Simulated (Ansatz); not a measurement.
# BClH2: the cost of one run

Method: RKS PBE0/def2-SVP, in Ansatz 0.2.0.

### Step 1. The system as given

Bond lengths: B1–Cl2 1.860 Å, B1–H3 1.190 Å, B1–H4 1.190 Å. Angles: Cl2–B1–H3 120.0°, Cl2–B1–H4 120.0°, H3–B1–H4 120.0°.

As a file:

```xyz
4

B     0.0000    0.0000    0.0000
Cl    0.0000    0.0000    1.8600
H     1.0305    0.0000   -0.5950
H    -1.0305    0.0000   -0.5950
```

### Step 2. Preparing the start

Input file input.yaml:

```yaml
crystal:
  periodic: [false, false, false]
  atoms:
    - { symbol: B, position_ang: [0.0, 0.0, 0.0] }
    - { symbol: Cl, position_ang: [0.0, 0.0, 1.86] }
    - { symbol: H, position_ang: [1.0305, 0.0, -0.595] }
    - { symbol: H, position_ang: [-1.0305, 0.0, -0.595] }
basis:
  gaussian: { orbitals: def2-SVP }
hamiltonian:
  xc: pbe0
relax:
  f_tol: 0.02
  max_steps: 40
```

Started as:

```console
$ ansatz run input.yaml --threads 1 --pin off --max-ram 2048MiB --backend cpu --events-out ev --progress --plain --runs-dir out
```

What time and memory should one allow on 1 thread of Arm Neoverse V1, shared host?

About 4.8 s, with a peak of 0.096 GiB.
